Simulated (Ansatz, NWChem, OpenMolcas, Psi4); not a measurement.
## AlO (oxoaluminum): methods side by side

The species is AlO (2 atoms), meant as a doublet with charge 0. SMILES: `[O]=[Al]`. The shape is that of a PBE0-D4/def2-TZVP optimisation.

```xyz
2

O     0.0000    0.0000   -0.0249
Al    0.0000    0.0000    1.5950
```

Each level gives the vertical ionisation energy (to the singlet cation) (eV). The values are calculated.

```csv
level,kind,program,value (eV),CPU time (all runs)
UHF/def2-TZVPPD,Hartree–Fock,Ansatz,10.79,8.2 s
U-revPBE/def2-TZVPPD,GGA,Ansatz,10.10,11 s
UM06-2X/def2-TZVPPD,hybrid meta-GGA,NWChem,10.45,41 s
UCAM-B3LYP/def2-TZVPPD,range-separated hybrid,Psi4,10.49,61 s
UB2PLYP/def2-TZVPPD,double hybrid,Ansatz,9.93,21 s
UB2PLYP/def2-TZVPPD (density fitting for correlation),double hybrid,Psi4,9.93,34 s
RPA@PBE/def2-TZVPPD,RPA,Ansatz,10.04,19 s
UCCSD(T)/def2-TZVPPD,coupled cluster or CI,Ansatz,8.93,35 s
FCI/STO-3G,exact in the basis,OpenMolcas,4.87,3.7 s
```

The values span 4.87 to 10.79 eV. Spin contamination of the reference (⟨S²⟩ at least 0.1 too high) touches UHF/def2-TZVPPD, UCCSD(T)/def2-TZVPPD. The coupled-cluster rows rest on a doubtful reference here (large T1 or Brueckner and Hartree–Fock orbitals at odds), and rows may lie in different states. High-level rows in very small sets aren't better than simpler rows in larger ones. Times are those of the runs behind each value, whatever else they computed, on shared processors of several kinds: orders of magnitude only.
